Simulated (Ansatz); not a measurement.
Molecule: BCl$_{2}$ (charge 0, doublet). It need not be the lowest isomer of its formula. 
Structure (B3LYP-D3(BJ)/def2-TZVP (Ansatz, a program for electronic structure) minimum search):
```xyz
3

B     -0.0053     0.6863    -0.0382
Cl     1.5376    -0.0889     0.0100
Cl    -1.5361    -0.1130     0.0012
```
Charge 0, spin multiplicity 2.

Property: atomisation energy (electronic, to ground-state atoms), in kcal/mol. Valence correlation only, unless marked. UHF or UKS for open shells. No spin-orbit coupling. No relativistic terms. FCI takes restricted orbitals. The coupled-cluster limit lacks core correlation, which all-electron functionals hold. CBS(X,Y): correlation extrapolated as X^-3; Hartree-Fock from the larger set.

| level | program | atomisation energy (kcal/mol) |
|---|---|---|
| PBE0/STO-3G | Ansatz | 243.8 |
| PBE0/def2-TZVP | Ansatz | … |
| B2GP-PLYP/def2-TZVPD | Ansatz | 203.1 |
| SCS-MP2/cc-pwCVTZ | Ansatz | 199.6 |
| CCSD/cc-pwCVTZ | Ansatz | 189.6 |
| FCI/STO-3G | Ansatz | 196.2 |
| CCSD(T)/CBS(cc-pV(T+d)Z,cc-pV(Q+d)Z) | Ansatz | 203.1 |

Task: Some entries are withheld; supply them.

Result: 
- PBE0/def2-TZVP, atomisation energy (kcal/mol): 211.8
